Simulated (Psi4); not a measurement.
# NH2 (SMILES [NH2]), step by step

We compute a structure relaxation (UBLYP/cc-pVTZ), then vibrational wavenumbers, then the energy (UMP2/cc-pVTZ) of NH2. 

Program for the calculation: Psi4 1.11.

## 1. The molecule

NH2: 3 atoms, total charge 0, spin state doublet. As SMILES, `[NH2]`. The coordinates come from a GFN2-xTB relaxation. The run starts from this shape.

Bond lengths: N1–H2 1.014 Å, N1–H3 1.014 Å. Angles: H2–N1–H3 110.0°.

## 2. A geometry optimisation at UBLYP/cc-pVTZ (density fitting) (run 1)

calc.inp

```
memory 1.6 GB

molecule geom {
  0 2
  N
  H 1 1.014137
  H 1 1.014272 2 109.97515
  symmetry c1
}

set basis cc-pVTZ
set reference uks
set geom_maxiter 60

optimize('blyp')
```

Command:

```console
$ psi4 calc.inp calc.out -n 1
```

calc.out, shortened:

```text
[...]
  Running in c1 symmetry.
[...]
  Nuclear repulsion =    7.623248653661453
[...]
  Multiplicity = 2
[...]
  Nalpha       = 5
  Nbeta        = 4
[...]
    Number of basis functions: 58
[...]
   @DF-UKS iter   1:   -55.71252945452155   -2.24096e-01   1.08768e-02 ADIIS/DIIS
[...]
   @DF-UKS iter   6:   -55.88149505639244   -5.61329e-13   2.20118e-09 DIIS
[...]
   @S^2 Observed:                7.525529383E-01
[...]
    Orbital Energies [Eh]
    ---------------------
    Alpha Occupied:
       1A    -14.034335     2A     -0.764186     3A     -0.412943
       4A     -0.274205     5A     -0.258556
    Alpha Virtual:
       6A      0.008551     7A      0.076081     8A      0.292301
       9A      0.356107    10A      0.398115    11A      0.401321
      12A      0.493719    13A      0.552047    14A      0.598289
      15A      0.601983    16A      0.675200    17A      0.930659
      18A      1.150841    19A      1.153274    20A      1.282319
      21A      1.287023    22A      1.444727    23A      1.492582
      24A      1.521940    25A      2.125634    26A      2.246470
[...]
  @DF-UKS Final Energy:   -55.88149505639244
   => Energetics <=
    Nuclear Repulsion Energy =              7.4646499239129156
    One-Electron Energy =                 -90.1003895337018292
    Two-Electron Energy =                  34.3260377509058330
    DFT Exchange-Correlation Energy =      -7.5717931975093551
    Empirical Dispersion Energy =           0.0000000000000000
    VV10 Nonlocal Energy =                  0.0000000000000000
    Total Energy =                        -55.8814950563924384
[...]
 Multipole Moments:
 ------------------------------------------------------------------------------------
     Multipole            Electronic (a.u.)      Nuclear  (a.u.)        Total (a.u.)
 ------------------------------------------------------------------------------------
 L = 1.  Multiply by 2.5417464519 to convert [e a0] to [Debye]
 Dipole X            :          0.2902192           -0.8324440           -0.5422248
 Dipole Y            :          0.2351786           -0.6745698           -0.4393912
 Dipole Z            :          0.0000000            0.0000000            0.0000000
 Magnitude           :                                                    0.6979057
[...]
  -Total Gradient:
     Atom            X                  Y                   Z
    ------   -----------------  -----------------  -----------------
       1       -0.000014283049    -0.000011742381    -0.000000000000
       2        0.000015888971    -0.000002834619    -0.000000000000
       3        0.000000356594     0.000016167301    -0.000000000000
[...]
    Final optimized geometry and variables:
    Molecular point group: c1
    Full point group: Cs
    Geometry (in Angstrom), charge = 0, multiplicity = 2:
    N
    H             1    1.038098
    H             1    1.038098      2  101.960921
    Psi4 run time: 0:00:11.98
[...]
```

On the terminal:

```text
Optimizer: Optimization complete!
```

Run time: 14 s. Hardware: 1 thread of AMD EPYC 7R43 (Zen 3), shared host; peak memory 0.35 GiB.

The path in brief:

```tsv
step	energy from the first frame kept (eV)	largest force (eV/Å)
0	0.0000	1.6313
1	-0.0493	0.4437
2	-0.0524	0.0172
3	-0.0524	0.0009
```

After the run. Bond lengths: N1–H2 1.038 Å, N1–H3 1.038 Å. Angles: H2–N1–H3 102.0°.

## 3. Vibrational wavenumbers at UBLYP/cc-pVTZ (density fitting) (run 2)

job.py

```python
import psi4

psi4.set_memory(1600000000)
psi4.set_num_threads(1)
psi4.set_output_file('output.dat', False)

mol = psi4.geometry("""
0 2
N      0.58963235    -0.36169925     0.28940400
H      0.29638087     1.57745266     0.33457223
H     -1.00394346    -0.99173394    -0.66553886
units bohr
""")

options = {'basis': 'cc-pVTZ', 'reference': 'uks', 't': 600.0, 'rotational_symmetry_number': 2}
psi4.set_options(options)

e_tot, wfn = psi4.frequency('BLYP', return_wfn=True)
print(f'BLYP energy: {e_tot:.10f} Eh')
print('wavenumbers / cm^-1:', wfn.frequencies().np.round(1))
for k in ('ZPVE', 'ENTHALPY', 'GIBBS FREE ENERGY'):
    print(f'{k}: {psi4.variable(k):.8f} Eh')
for k, v in sorted(psi4.core.scalar_variables().items()):
    print(f'{k:45s} {v:18.10f}')
```

Command:

```console
$ python job.py
```

output.dat, shortened:

```text
[...]
  Running in cs symmetry.
[...]
  Nuclear repulsion =    7.464652507547461
[...]
  Multiplicity = 2
[...]
  Nalpha       = 5
  Nbeta        = 4
[...]
    Number of basis functions: 58
[...]
   @DF-UKS iter   1:   -55.72070922674457   -2.37323e-01   1.40234e-02 ADIIS/DIIS
[...]
  Running in c1 symmetry.
[...]
   @DF-UKS iter  10:   -55.88149505629324   -3.05533e-13   6.53453e-10 DIIS
[...]
   @S^2 Observed:                7.525529469E-01
[...]
  @DF-UKS Final Energy:   -55.88149505629324
   => Energetics <=
    Nuclear Repulsion Energy =              7.4646401314041251
    One-Electron Energy =                 -90.1003721168815161
    Two-Electron Energy =                  34.3260290777994044
    DFT Exchange-Correlation Energy =      -7.5717921486152502
    Empirical Dispersion Energy =           0.0000000000000000
    VV10 Nonlocal Energy =                  0.0000000000000000
    Total Energy =                        -55.8814950562932395
[...]
  -Total Gradient:
     Atom            X                  Y                   Z
    ------   -----------------  -----------------  -----------------
       1       -0.000015070991     0.000009181222     0.000000000578
       2        0.000015560528     0.000005989545    -0.000000030856
       3        0.000001648883    -0.000016515438     0.000000030278
[...]
  ==> Harmonic Vibrational Analysis <==
[...]
  Freq [cm^-1]                1514.8806           3218.8794           3305.3043
[...]
  IR activ [km/mol]            18.6212             21.7358              9.1162
[...]
  Total E_0, Enthalpy at 0 [K]                                                          -55.86318072 [Eh]
[...]
  Total H, Enthalpy at  600.00 [K]                                                      -55.85538091 [Eh]
[...]
  Total G, Gibbs energy at  600.00 [K]                                                  -55.90546947 [Eh]
[...]
```

Standard output:

```text
BLYP energy: -55.8814950564 Eh
wavenumbers / cm^-1: [1514.9 3218.9 3305.3]
ZPVE: 0.01831434 Eh
ENTHALPY: -55.85538091 Eh
GIBBS FREE ENERGY: -55.90546947 Eh
CURRENT ENERGY                                    -55.8814950564
CURRENT REFERENCE ENERGY                          -55.8814950564
DD SOLVATION ENERGY                                 0.0000000000
DFT FUNCTIONAL TOTAL ENERGY                       -55.8814950564
DFT TOTAL ENERGY                                  -55.8814950564
DFT VV10 ENERGY                                     0.0000000000
DFT XC ENERGY                                      -7.5717935145
ENTHALPY                                          -55.8553809110
ENTHALPY CORRECTION                                 0.0261141454
FINDIF NUMBER                                      11.0000000000
GIBBS FREE ENERGY                                 -55.9054694682
GIBBS FREE ENERGY CORRECTION                       -0.0239744118
GRID ELECTRONS ALPHA                                5.0000000576
GRID ELECTRONS BETA                                 4.0000000307
GRID ELECTRONS TOTAL                                9.0000000883
NUCLEAR REPULSION ENERGY                            7.4646525075
ONE-ELECTRON ENERGY                               -90.1003943592
PCM POLARIZATION ENERGY                             0.0000000000
PE ENERGY                                           0.0000000000
SCF ITERATION ENERGY                              -55.8814950564
SCF ITERATIONS                                     10.0000000000
SCF TOTAL ENERGY                                  -55.8814950564
THERMAL ENERGY                                    -55.8572809973
THERMAL ENERGY CORRECTION                           0.0242140591
TWO-ELECTRON ENERGY                                34.3260403098
ZERO K ENTHALPY                                   -55.8631807206
ZPVE                                                0.0183143358
```

Run time: 39 s. Hardware: 1 thread of AMD EPYC 7R43 (Zen 3), shared host; peak memory 0.34 GiB.

## 4. The energy at UMP2/cc-pVTZ (density fitting, density fitting for correlation) (run 3)

job.in

```
memory 1.6 GB

molecule {
  0 2
  N      0.58963235    -0.36169925     0.28940400
  H      0.29638087     1.57745266     0.33457223
  H     -1.00394346    -0.99173394    -0.66553886
  units bohr
  symmetry c1
}

set {
  reference uhf
  freeze_core true
}

energy("mp2/cc-pVTZ")
```

Command:

```console
$ psi4 -i job.in -o job.out -n 1
```

job.out, shortened:

```text
[...]
  Running in c1 symmetry.
[...]
  Nuclear repulsion =    7.464652507547461
[...]
  Multiplicity = 2
[...]
  Nalpha       = 5
  Nbeta        = 4
[...]
    Number of basis functions: 58
[...]
   @DF-UHF iter   1:   -55.54862168516033   -7.14437e-01   4.47648e-03 ADIIS/DIIS
[...]
   @DF-UHF iter  12:   -55.58503975478594   -1.04450e-12   3.41412e-09 DIIS
[...]
   @S^2 Observed:                7.592434882E-01
[...]
    Orbital Energies [Eh]
    ---------------------
    Alpha Occupied:
       1A    -15.593205     2A     -1.157166     3A     -0.634944
       4A     -0.512545     5A     -0.504689
    Alpha Virtual:
       6A      0.136856     7A      0.206025     8A      0.477408
       9A      0.559874    10A      0.603767    11A      0.604873
      12A      0.709881    13A      0.756025    14A      0.809227
      15A      0.815560    16A      0.890824    17A      1.160442
      18A      1.416227    19A      1.420591    20A      1.551901
      21A      1.561803    22A      1.734707    23A      1.769403
      24A      1.837857    25A      2.520361    26A      2.658816
[...]
  @DF-UHF Final Energy:   -55.58503975478594
   => Energetics <=
    Nuclear Repulsion Energy =              7.4646525075474610
    One-Electron Energy =                 -90.0269944373668523
    Two-Electron Energy =                  26.9773021750334614
    Total Energy =                        -55.5850397547859387
  UHF NO Occupations:
  HONO-2 :    3  A 1.9989235
  HONO-1 :    4  A 1.9969886
[...]
 Multipole Moments:
 ------------------------------------------------------------------------------------
     Multipole            Electronic (a.u.)      Nuclear  (a.u.)        Total (a.u.)
 ------------------------------------------------------------------------------------
 L = 1.  Multiply by 2.5417464519 to convert [e a0] to [Debye]
 Dipole X            :          0.2640733           -0.9070370           -0.6429637
 Dipole Y            :         -0.1660490            0.5703427            0.4042938
 Dipole Z            :          0.0000000            0.0000000            0.0000000
 Magnitude           :                                                    0.7595102
[...]
```

It took 2.1 s on 1 thread of AMD EPYC 7R43 (Zen 3), shared host; peak memory 0.19 GiB.

## 5. Outcome

| quantity | value |
| --- | --- |
| run 1, UBLYP/cc-pVTZ: total energy at the end | -55.88150 Eh |
| run 1, UBLYP/cc-pVTZ: dipole moment | 1.77 D |
| run 1, UBLYP/cc-pVTZ: HOMO energy (highest over α and β) | -6.91 eV |
| run 1, UBLYP/cc-pVTZ: LUMO energy (lowest over α and β) | -4.25 eV |
| run 1, UBLYP/cc-pVTZ: ⟨S²⟩ | 0.753 |
| run 2, UBLYP/cc-pVTZ: lowest harmonic wavenumber | 1515 cm⁻¹ |
| run 2, UBLYP/cc-pVTZ: highest harmonic wavenumber | 3305 cm⁻¹ |
| run 2, UBLYP/cc-pVTZ: zero-point energy | 48.1 kJ/mol |
| run 2, UBLYP/cc-pVTZ: ideal-gas entropy at 600 K (symmetry number 2 as used) | 52.4 cal/(mol K) |
| run 3, UMP2/cc-pVTZ: total energy | -55.77015 Eh |
| run 3, UMP2/cc-pVTZ: HOMO energy (Hartree–Fock orbitals) (highest over α and β) | -12.58 eV |
| run 3, UMP2/cc-pVTZ: LUMO energy (Hartree–Fock orbitals) (lowest over α and β) | 3.43 eV |
| run 3, UMP2/cc-pVTZ: correlation energy (1 core orbital frozen) | -185.1 mEh |
| run 3, UMP2/cc-pVTZ: ⟨S²⟩ of the reference determinant | 0.759 |

What this shows: The optimisation (run 1, UBLYP/cc-pVTZ) took 4 steps and changed the energy by -0.052 eV. All 3 modes (run 2, UBLYP/cc-pVTZ) are real, so the shape is a minimum at this level.
